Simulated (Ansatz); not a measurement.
Input (CCSDT(Q)/aug-cc-pVDZ; Ansatz, a program for electronic structure):

Ansatz 0.2 input:
```yaml
crystal:
  periodic: [false, false, false]
  atoms:
    - {symbol: F, position_ang: [-1.07548335, -0.31432039, -0.00990984]}
    - {symbol: C, position_ang: [-0.01550143, 0.40315107, 0.03875512]}
    - {symbol: F, position_ang: [1.09632475, -0.22770926, -0.04219575]}
    - {symbol: H, position_ang: [-0.03196128, 1.15138784, 0.93877589]}
    - {symbol: H, position_ang: [-0.06260276, 1.30797255, -0.70235629]}
basis:
  gaussian:
    orbitals: aug-cc-pVDZ
total_charge: 1
magnetization: {spin_polarized: true, initial_magnetization: 1}
correlation: {method: ccsdt_q, electrons: outside_noble_gas}
```

Output:

```
Functional definition: HF
integrals: 0.20 GiB planned
1406 factors; integrals over basis functions are off by at most 1.4e-7 eV
mean field: 0.26 GiB planned
mean field evaluation 1: about -6457.5791 eV, gradient 3.6e1 eV
mean field evaluation 2: about -6457.5813 eV, gradient 3.6e1 eV
mean field evaluation 4: about -6461.9220 eV, gradient 2.4e0 eV
mean field evaluation 8: about -6461.9797 eV, gradient 1.3e-1 eV
mean field evaluation 16: about -6461.9691 eV, gradient 7.4e-1 eV
mean field evaluation 32: about -6458.1913 eV, gradient 1.1e-3 eV
mean field evaluation 64: about -6458.1643 eV, gradient 6.1e-1 eV
mean field -6461.98002665 eV, -237.4733858920 hartree, gradient 1.3e-6 eV, S^2 0.764661; 0 other end points of the search recorded, 0 dependent functions left out
3 core orbitals not correlated
reference -6461.98002665 eV, -237.4733858920 hartree; 10, 9 occupied and 74, 75 virtual orbitals, 1406 factors
second order -14.71104831 eV of doubles, -0.00000000 eV of singles
coupled cluster: 9.32 GiB planned
cycle   1  -14.53066374 eV  change    1.8e-1 eV  update   1.2e-1
cycle   2  -15.17637837 eV  change   -6.5e-1 eV  update   6.7e-2
cycle   3  -15.58978689 eV  change   -4.1e-1 eV  update   2.9e-2
cycle   4  -15.57609747 eV  change    1.4e-2 eV  update   1.3e-2
cycle   5  -15.52751286 eV  change    4.9e-2 eV  update   7.4e-3
cycle   6  -15.53608768 eV  change   -8.6e-3 eV  update   3.0e-3
cycle   7  -15.54250232 eV  change   -6.4e-3 eV  update   1.0e-3
cycle   8  -15.54265095 eV  change   -1.5e-4 eV  update   5.5e-4
cycle   9  -15.54214613 eV  change    5.0e-4 eV  update   1.9e-4
cycle  10  -15.54233082 eV  change   -1.8e-4 eV  update   8.4e-5
cycle  11  -15.54203284 eV  change    3.0e-4 eV  update   3.7e-5
cycle  12  -15.54204443 eV  change   -1.2e-5 eV  update   1.6e-5
cycle  13  -15.54206573 eV  change   -2.1e-5 eV  update   6.8e-6
cycle  14  -15.54206519 eV  change    5.4e-7 eV  update   2.7e-6
cycle  15  -15.54206314 eV  change    2.0e-6 eV  update   1.4e-6
perturbative correction -0.03318538 eV, -0.0012195402 hartree
Total energy: -6477.55527517 eV, -238.0457657180 hartree
```
